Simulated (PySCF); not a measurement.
C₆H₁₀.
SMILES: `C1C[C@H]2CC[C@@H]12`

The closed-shell ground state was solved at several levels (PySCF, density fitting, gas phase, non-relativistic). Isolated species at its PBE0-D3(BJ)/def2-SVP geometry, gas phase.

| level | basis functions | total energy (Eh) | HOMO (eV) | LUMO (eV) | gap (eV) | dipole (D) |
| --- | --- | --- | --- | --- | --- | --- |
| KT2/pcSseg-2 | 356 | -238.8706 | -6.41 | -0.02 | 6.39 | 0.18 |
| CAM-B3LYP/def2-SVPD | 200 | -234.2973 | -9.06 | 1.54 | 10.60 | 0.16 |
| B3LYP/pcJ-1 | 262 | -234.6128 | -7.46 | 1.07 | 8.53 | 0.17 |

(1) Estimate the row for PBE0/pcSseg-1, a basis of 152 functions; the other rows only guide the guess.

(2) Over all these levels, which gives the widest orbital gap and which the narrowest?

(3) How far do the dipole and the HOMO energy spread over the levels?

Answers

(1) Total energy -234.2821 Eh, HOMO -7.68 eV, LUMO 1.35 eV, gap 9.03 eV, dipole 0.15 D.

(2) CAM-B3LYP/def2-SVPD (range-separated hybrid) has the widest, 10.60 eV, and KT2/pcSseg-2 (GGA) the narrowest, 6.39 eV. Functional and basis both differ between the two, so the spread mixes both effects.

(3) The dipole runs from 0.15 to 0.18 D (mean 0.17 D) and the HOMO from -9.06 to -6.41 eV.
